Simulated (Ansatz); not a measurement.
H₆N₂Si (`N[SiH2]N`), charge 0, multiplicity 1.

Give a relaxed structure at PBE0-D4/def2-TZVP (the Gaussian-basis code of Ansatz). (Estimate.)

The calculation gave: 
```xyz
9

N     1.0614    0.0303   -1.0007
Si    0.2309   -0.1081    0.4886
N    -1.4372    0.1457    0.2058
H     1.0148    0.8693   -1.5549
H     1.9113   -0.4833   -1.1615
H     0.5583    0.8918    1.5473
H     0.6407   -1.4532    0.9893
H    -1.9566   -0.4283   -0.4377
H    -2.0236    0.5360    0.9239
```
Point group C2.
This is one stationary point; other conformers may exist.
